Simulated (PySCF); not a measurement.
Relaxation of singlet CF₃⁺

All numbers come from PBE0 in PySCF with C def2-TZVP, F def2-TZVP; no relativity; density-fitted integrals. A (50,194) grid was used.

A hand-made trigonal pyramidal start, of C3v symmetry, held to at least that symmetry:

```xyz
4
charge 1 multiplicity 1, angstrom
C     0.0000    0.0000   -0.5283
F     1.2028    0.0000    0.1112
F    -0.6014    1.0416    0.1112
F    -0.6014   -1.0416    0.1112
```

Question: What forces act on the atoms at the start (eV/Å)?

Answer: 
| atom | Fx | Fy | Fz |
| --- | --- | --- | --- |
| C1 | 0.00 | 0.00 | 16.12 |
| F2 | -0.68 | 0.00 | -5.37 |
| F3 | 0.34 | -0.59 | -5.38 |
| F4 | 0.34 | 0.59 | -5.38 |

Question: What does it relax to?

Answer: It ends at D3h with C–F 1.230 Å (×3); F–C–F 120.0° (×3). A frequency run shows a minimum. Other isomers or separated fragments may lie lower.

Question: How much energy is released, and in how many steps?

Answer: 495.4 kJ/mol in 6 steps.

The relaxation took roughly 60 core-seconds on a shared host.
